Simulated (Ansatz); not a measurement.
```yaml
crystal:
  periodic: [false, false, false]
  atoms:
    - {symbol: C, position_ang: [0.614696, -0.527265, 0.710992]}
    - {symbol: C, position_ang: [-0.170180, 0.490633, -0.286095]}
    - {symbol: H, position_ang: [0.596358, -1.838022, 1.033480]}
    - {symbol: H, position_ang: [-1.170546, 0.059605, -1.109886]}
    - {symbol: H, position_ang: [0.129672, 1.815062, -0.348503]}
basis:
  gaussian: {orbitals: def2-TZVPD, final_grid: {core_spheres: 1, valence_spheres: 1, degree: 5}}
magnetization: {spin_polarized: true, initial_magnetization: 1}
hamiltonian: {xc: {name: wB97M-V}}
```

```sh
$ ansatz run in.yaml --threads 2 --pin off --events-out ev --progress --plain --max-ram 32768MiB --backend cpu
```

It prints (some lines left out):

```
Functional definition: wB97M-V
501 factors; their error is unknown
202 factors; integrals over basis functions are off by at most 9.9e-6 eV
mean field evaluation 1: about -2113.6536 eV, gradient 1.3e1 eV
mean field evaluation 2: about -2114.1352 eV, gradient 1.0e1 eV
mean field evaluation 4: about -2114.7465 eV, gradient 1.5e0 eV
mean field evaluation 8: about -2114.8277 eV, gradient 1.9e-1 eV
mean field evaluation 16: about -2100.1232 eV, gradient 4.1e-1 eV
mean field -2100.12786981 eV, -77.1782756976 hartree, gradient 2.8e-5 eV, S^2 1.112152; 0 other end points of the search recorded, 0 dependent functions left out
reference -2100.12791789 eV, -77.1782774645 hartree; 8, 7 occupied and 93, 94 virtual orbitals, 501 factors
Total energy: -2100.12791789 eV, -77.1782774645 hartree
```

In this input the integration grid is far too coarse. The calculation finished and met its thresholds. The result belongs to that input, not to the molecule as meant.
